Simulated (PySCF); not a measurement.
(CH3)2PPF2, C₂H₆F₂P₂.
Structure used (PBE0-D3(BJ)/def2-TZVP), in Å, numbered top down from 1:
```
atom  x, y, z in Å
C1    -0.648   -1.341   -0.597
P2    -0.117   -0.273    0.814
C3     1.582    0.185    0.249
P4    -1.064    1.568    0.024
F5    -2.571    1.239    0.428
F6    -0.693    2.542    1.231
H7    -0.073   -2.268   -0.558
H8    -0.497   -0.878   -1.576
H9    -1.702   -1.597   -0.479
H10    2.003    0.927    0.929
H11    1.609    0.576   -0.772
H12    2.211   -0.707    0.296
```

Computed with PySCF at wB97X-D/pcSseg-2, non-relativistic, on one gas-phase PBE0-D3(BJ)/def2-TZVP geometry that isn't relaxed in the solvent. The solvent is an IEF-PCM continuum (cavity from Bondi-type radii × 1.2). The model holds no explicit solvent molecules, cavitation or dispersion.

Gas phase at wB97X-D/pcSseg-2: HOMO -8.46 eV, LUMO 1.15 eV, dipole 2.89 D.

Question: What does the continuum do to the energy, the frontier levels and the dipole at wB97X-D/pcSseg-2 in chloroform?

Answer: 
```tsv
solvent	ε	E(solvent) − E(gas) (kJ/mol)	polarisation term (kJ/mol)	distortion of the solute (kJ/mol)	HOMO (eV)	LUMO (eV)	dipole (D)
chloroform	4.711	-13.07	-14.61	1.54	-8.39	1.26	3.53
```

The polarisation term is half the interaction of the solute with the surface charges that it induces; the rest is the cost of distorting the solute's density. The sum is the electrostatic part of solvation alone.

Question: Which radius a makes the point-dipole formula ΔE = −[(ε − 1)/(2ε + 1)]·μ²/a³ give the value in chloroform, with the gas-phase dipole?

Answer: μ = 1.135 au and |ΔE| = 0.00498 Eh give a = 2.39 Å; the farthest nucleus lies 2.91 Å from the centroid of the nuclei, so such a sphere wouldn't even hold the nuclei. The formula assumes a rigid point dipole at the centre of a sphere.

Question: Give the dipole vector in the frame of the coordinates (D, pointing from negative to positive charge), gas and chloroform.

Answer: Gas (1.74, -1.59, -1.66), solvent (2.12, -1.90, -2.08). Its length changes by +22 % and its direction by 1°.

The pairwise dispersion term of wB97X-D wasn't added to the energies; at a given geometry it leaves orbitals and properties as they are.
